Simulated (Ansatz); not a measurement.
Cost and result for the atomization energy of `[CH2]1[NH][AlH]1` (7 atoms, 7 bonds).

```json
{"atom": "C1", "x (Å)": "-0.581", "y (Å)": "0.181", "z (Å)": "0.589"}
{"atom": "N2", "x (Å)": "0.619", "y (Å)": "0.622", "z (Å)": "-0.209"}
{"atom": "Al3", "x (Å)": "0.234", "y (Å)": "-0.979", "z (Å)": "-0.703"}
{"atom": "H4", "x (Å)": "-0.416", "y (Å)": "0.077", "z (Å)": "1.664"}
{"atom": "H5", "x (Å)": "-1.504", "y (Å)": "0.732", "z (Å)": "0.390"}
{"atom": "H6", "x (Å)": "1.018", "y (Å)": "1.535", "z (Å)": "-0.081"}
{"atom": "H7", "x (Å)": "0.629", "y (Å)": "-2.169", "z (Å)": "-1.651"}
```

Charge 0, multiplicity 1. Geometry: relaxed with PBE0-D4/def2-TZVP. Program: Ansatz. All runs use 2 threads of an Arm Neoverse V2 on a shared host. Times are those of one run each, without the atoms' runs, and a repeat can differ threefold. Electronic energies, without spin–orbit coupling; frozen cores. CCSD(T)/CBS adds CCSD(T) − MP2 in def2-TZVPP to the MP2 limit, and its time is that of the two runs behind it. T1 = 0.015. HSE06 is the plane-wave form, built on full-range PBE exchange.

CCSD(T)/CBS is a level of theory with its own doubt, some kJ/mol a heavy atom from the limit and from the frozen cores, so smaller differences don't rank the functionals.

```tsv
level	functions	wall time	atomization (kcal/mol)	difference from CCSD(T)/CBS	per bond
CCSD(T)/def2-SVP	66	0.65 s	502.1	-36.8	-5.3
revPBE-D4/def2-TZVPP	160	1.1 s	536.6	-2.3	-0.3
PBE-D4/def2-TZVPP (with forces)	160	1.4 s	550.9	12.0	1.7
PBE0-D4/def2-TZVPP	160	1.4 s	538.3	-0.6	-0.1
BHLYP-D4/def2-TZVPP	160	1.4 s	520.4	-18.5	-2.7
HSE06-D4/def2-TZVPP	160	1.6 s	538.8	-0.1	0.0
CAM-B3LYP-D4/def2-TZVPP	160	1.6 s	541.9	3.0	0.4
PBE-QIDH/def2-TZVPP	160	2.3 s	532.5	-6.4	-0.9
ωB97X-V/def2-TZVPP	160	4.4 s	541.7	2.8	0.4
ωB97M-V/def2-TZVPP (with forces)	160	6 s	541.7	2.8	0.4
MP2/def2-QZVPP	304	7.5 s	540.1	1.2	0.2
CCSD(T)/def2-TZVPP	160	11 s	521.3	-17.6	-2.5
CCSD(T)/CBS(def2)	–	19 s	538.9	0.0	0.0
```

At CCSD(T), def2-SVP lies −36.9 kcal/mol from the extrapolated value and def2-TZVPP −17.6 kcal/mol: correlation converges slowly with the basis, and small sets miss more of it in the bonded molecule than in its fragments. The D4 term adds +3.8 kcal/mol with B3LYP and +1.9 kcal/mol with PBE0; it sums over pairs of atoms, weighted by their polarisabilities, and B3LYP, whose exchange is more repulsive, gets the larger term. Leaving LDA and LC-ωPBE aside and taking each functional with its dispersion term where it has one, the values spread over 30.5 kcal/mol, from BHLYP-D4 to PBE-D4. LDA lies +72.6 kcal/mol from PBE without D4, its usual overbinding.

B3LYP here is the variant with VWN-RPA as its local correlation; programs differ in this.
